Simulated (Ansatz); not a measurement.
# AsH2, doublet in aug-cc-pVDZ: errors against full CI

Geometry: a PBE0/def2-TZVP stationary point for this spin, not checked as a minimum.

```xyz
3

As    0.0000   -0.0281    0.0000
H     0.0000    1.0445   -1.0859
H     0.0000    1.0445    1.0859
```

Basis aug-cc-pVDZ; Ansatz 0.2.0. Correlated methods freeze the noble-gas cores and the filled d shells of p-block atoms, which leaves 7 electrons in 40 orbitals. Prefix R: restricted or restricted open-shell reference. Active spaces: valence = (7e, 6o) chosen from the atoms' valence shells. No spin–orbit coupling is included, and no scalar relativity.

Full CI is exact within this basis and frozen core; it isn't the basis-set limit.

For open shells CISD and CISDTQ are restricted-active-space CI with the open shells as a complete middle space.

```
UHF ⟨S²⟩                          : 0.764
T1 diagnostic (RCCSD)             : 0.0182
largest doubles amplitude (RCCSD) : 0.047
```

Q: From what is known of these methods and the diagnostics, rank them by the size of their error in total energy against full CI in aug-cc-pVDZ, smallest first (an estimate: the text doesn't fix the numbers).
A. CASSCF (valence space)
B. NEVPT2 (valence space)
C. RHF
D. RCCSDTQ
E. BCCD(T)

A: D (0.0 kJ/mol), E (2.1 kJ/mol), B (67.2 kJ/mol), A (263.8 kJ/mol), C (360.1 kJ/mol).

All errors are against full CI in aug-cc-pVDZ. Below it: RCCSDTQ. Within each family the higher level lies nearer, as is usual though not guaranteed.

The full-CI state has the irrep B1 of C2v, in the program's axes.

Natural occupations of full CI about the gap: 1.965 1.941 1.932 0.988 0.047 0.034 0.015 0.014 0.012 0.011; effectively unpaired electrons, Σ n²(2−n)², 1.05.

Atomization energy (electronic, same basis, no zero-point term; atoms at the same level, unrestricted beside the R rows where the molecule is a closed shell, but restricted open-shell past Ca, as are all atoms' steps beyond CCSDT(Q)) at full CI: 539.5 kJ/mol. Errors of other levels:

| level | error (kJ/mol) |
| --- | --- |
| RHF | -165.5 |
| RMP2 | -31.7 |
| CISD | -20.0 |
| RCCSD | -6.9 |
| RCCSD(T) | -1.1 |
| BCCD(T) | -1.1 |
| RCCSDT | -0.1 |
| CISDTQ | -0.6 |
| RCCSDT(Q) | 0.0 |
| RCCSDTQ | 0.0 |
| CASSCF (valence space) | -69.2 |
| NEVPT2 (valence space) | -25.3 |
| MRCISD (valence space) | -7.5 |
| MRCISD+Q (valence space) | -3.5 |

This basis is far from its limit, so the value isn't to be set against a measured one. Truncated CI isn't size-consistent, which counts against it in atomization.
